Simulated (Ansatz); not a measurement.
# [SiPH4]− (SMILES [SiH2-]P) at BHLYP/STO-3G

What is the vertical singlet–triplet gap of [SiPH4]− at BHLYP/STO-3G? 

The calculation is run with Ansatz 0.2.0.

## Step 1: The system as given

The species is [SiPH4]− (6 atoms), meant as a singlet with charge -1. As SMILES, `[SiH2-]P`. The coordinates come from a GFN2-xTB relaxation. This is one conformer, not always the lowest.

Bond lengths: Si1–P2 2.225 Å, Si1–H3 1.503 Å, Si1–H4 1.503 Å, P2–H5 1.375 Å, P2–H6 1.375 Å. Angles: Si1–P2–H5 94.0°, Si1–P2–H6 94.1°, P2–Si1–H3 96.4°, P2–Si1–H4 96.5°, H5–P2–H6 91.3°, H3–Si1–H4 96.7°.

## Step 2: The energy at BHLYP/STO-3G

in.yaml

```yaml
crystal:
  periodic: [false, false, false]
  atoms:
    - symbol: Si
      position_ang: [0.357650, -1.019850, -0.132620]
    - symbol: P
      position_ang: [-0.355230, 1.071380, 0.132600]
    - symbol: H
      position_ang: [-0.387090, -1.600590, 1.036860]
    - symbol: H
      position_ang: [-0.642080, -1.408110, -1.185860]
    - symbol: H
      position_ang: [0.407400, 1.565440, -0.899820]
    - symbol: H
      position_ang: [0.619350, 1.391730, 1.048840]
basis:
  gaussian: {orbitals: STO-3G}
total_charge: -1
hamiltonian: {xc: {name: BHLYP}}
accuracy: high
```

Command:

```bash
$ ansatz run in.yaml --threads 1 --pin off --max-ram 2610MiB --events-out events.jsonl --progress --plain --runs-dir runs
```

Log:

```text
Warning: RAYON_NUM_THREADS=1 ignored (pool sized by the plan → 1); use --threads N
Functional definition: BHLYP
  name "BHLYP"
  parameter a = 0.5
  exchange = (1 - a)*b88_x + a*exact_x
  correlation = lyp_c
393 factors; integrals over basis functions are off by at most 2.7e-9 eV
mean field evaluation 1: about -17029.3958 eV, gradient 9.8e0 eV
mean field evaluation 2: about -17029.8788 eV, gradient 3.3e0 eV
mean field evaluation 4: about -17029.9233 eV, gradient 9.2e-2 eV
mean field evaluation 8: about -17029.9247 eV, gradient 1.9e-4 eV
mean field -17029.92472381 eV, -625.8381903024 hartree, gradient 1.4e-8 eV, S^2 0.000000; 0 other end points of the search recorded, 0 dependent functions left out
reference -17029.92474346 eV, -625.8381910245 hartree; 17, 17 occupied and 5, 5 virtual orbitals, 393 factors
Total energy: -17029.92474346 eV, -625.8381910245 hartree
```

It took 0.85 s on 1 thread of AMD EPYC 9R14 (Zen 4), shared host; peak memory 0.12 GiB.

## Step 3: The triplet, same level

run.yaml

```yaml
crystal:
  periodic: [false, false, false]
  atoms:
    - {symbol: Si, position_ang: [0.357650, -1.019850, -0.132620]}
    - {symbol: P, position_ang: [-0.355230, 1.071380, 0.132600]}
    - {symbol: H, position_ang: [-0.387090, -1.600590, 1.036860]}
    - {symbol: H, position_ang: [-0.642080, -1.408110, -1.185860]}
    - {symbol: H, position_ang: [0.407400, 1.565440, -0.899820]}
    - {symbol: H, position_ang: [0.619350, 1.391730, 1.048840]}
basis:
  gaussian:
    orbitals: STO-3G
magnetization:
  spin_polarized: true
  initial_magnetization: 2
hamiltonian:
  xc: {name: BHLYP}
total_charge: -1
accuracy: high
```

Command:

```bash
$ ansatz run run.yaml --threads 1 --pin off --max-ram 2610MiB --events-out events.jsonl --progress --plain --runs-dir runs
```

Log:

```text
Warning: RAYON_NUM_THREADS=1 ignored (pool sized by the plan → 1); use --threads N
Functional definition: BHLYP
  name "BHLYP"
  parameter a = 0.5
  exchange = (1 - a)*b88_x + a*exact_x
  correlation = lyp_c
393 factors; integrals over basis functions are off by at most 2.7e-9 eV
mean field evaluation 1: about -17021.2165 eV, gradient 7.5e0 eV
mean field evaluation 2: about -17021.7567 eV, gradient 3.6e0 eV
mean field evaluation 4: about -17021.8964 eV, gradient 7.5e-1 eV
mean field evaluation 8: about -17021.8999 eV, gradient 1.4e-1 eV
mean field evaluation 16: about -17023.1703 eV, gradient 8.8e-7 eV
mean field -17023.17027901 eV, -625.5899690343 hartree, gradient 2.3e-8 eV, S^2 2.003444; 2 other end points of the search recorded, 0 dependent functions left out
reference -17023.17029840 eV, -625.5899697471 hartree; 18, 16 occupied and 4, 6 virtual orbitals, 393 factors
Total energy: -17023.17029840 eV, -625.5899697471 hartree
```

It took 1.6 s on 1 thread of AMD EPYC 9R14 (Zen 4), shared host; peak memory 0.16 GiB.

## Step 4: Results

Level: BHLYP/STO-3G.

| quantity | value |
| --- | --- |
| singlet: total energy | -625.83819 Eh |
| triplet: total energy | -625.58997 Eh |
| triplet: ⟨S²⟩ | 2.003 |
| vertical energy of the triplet above the singlet | 6.754 eV |

**Reading.** At this shape the triplet lies 6.75 eV (652 kJ/mol) above the singlet. For an anion a state so high probably lies above electron detachment. In a minimal basis such a difference can be off by several eV, whatever the method.
